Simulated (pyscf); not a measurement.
Thermochemistry of product channels of HO–Mg–O–AlH₂ (SMILES [OH][Mg][O][AlH2]) + HCl (SMILES Cl) on the singlet surface, in kcal/mol, from ωB97M-D3(BJ)/def2-TZVP energies (ideal gas, 1 atm, RRHO with modes under 100 cm⁻¹ raised to 100, one conformer, R ln 2 for chiral ones without a mode under 150 cm⁻¹). Single points on ωB97X-D3(BJ)/def2-SVP structures (PySCF, gas phase).

| products | ΔE | ΔH(298 K) | ΔG(600 K) | ΔG(1200 K) |
|---|---|---|---|---|
| HO–Mg–OH (SMILES [OH][Mg][OH]) + H₂Al–Cl (SMILES [AlH2][Cl]) | -1.2 | +0.2 | -2.0 | -4.3 |
| HO–Mg–Cl (SMILES [OH][Mg][Cl]) + HO–AlH₂ (SMILES [OH][AlH2]) | (withheld) | -13.3 | -14.5 | -15.5 |

Problem. Some entries are withheld; supply them.

Solution. 
- HO–Mg–Cl (SMILES [OH][Mg][Cl]) + HO–AlH₂ (SMILES [OH][AlH2]), ΔE: -14.9

These are energies of the channels, which say nothing of barriers.
